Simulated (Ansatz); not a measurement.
CsCl-type TlCl was calculated with rVV10 in Ansatz (PAW).

Settings: plane-wave cutoff 520 eV, 10×10×10 k mesh, Fermi–Dirac smearing 0.01 eV, scalar-relativistic PAW data made under PBE.

Properties against volume:

```tsv
V (Å³/atom)	P (GPa)	direct gap at Γ (eV)	smallest gap on the k mesh (eV)
26.599	2.21	9.397	1.801
27.165	1.39	9.345	1.851
27.730	0.65	9.294	1.898
28.296	0.00	9.207	1.942
28.862	-0.58	9.040	1.984
29.428	-1.09	8.880	2.023
29.994	-1.55	8.725	2.059
```

The fundamental gap (1.94 eV at the equilibrium volume, with added k points) lies elsewhere than Γ–Γ.

Spin–orbit coupling is not included; with these elements it can move the gap by several tenths of an eV or more.

Ansatz is a first-principles code.
